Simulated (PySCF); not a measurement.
# Ionisation energy of H by level of theory

H 1s1 (2S) → H⁺ (bare nucleus), as a difference of total energies. Calculation: PySCF 2.14, in ANO-RCC-VTZP; scalar relativity by spin-free X2C-1e. The calculations carry no spin-orbit coupling.

| method | ionisation energy (eV) |
| --- | --- |
| UHF | 13.604 |
| LDA | 13.022 |
| PBE0 | 13.639 |
| M06 | 13.604 |
| BP86 | 13.612 |
| TPSSh | 13.609 |
| M06-2X | 13.567 |

Question: Estimate what r2SCAN gives.

Answer: 13.609 eV, closest to TPSSh among the rows shown.

Question: Estimate what PBE gives.

Answer: 13.602 eV, closest to UHF among the rows shown.

For comparison: 13.598 eV (theoretical estimate listed by NIST; NIST Atomic Spectra Database, ionization energies).
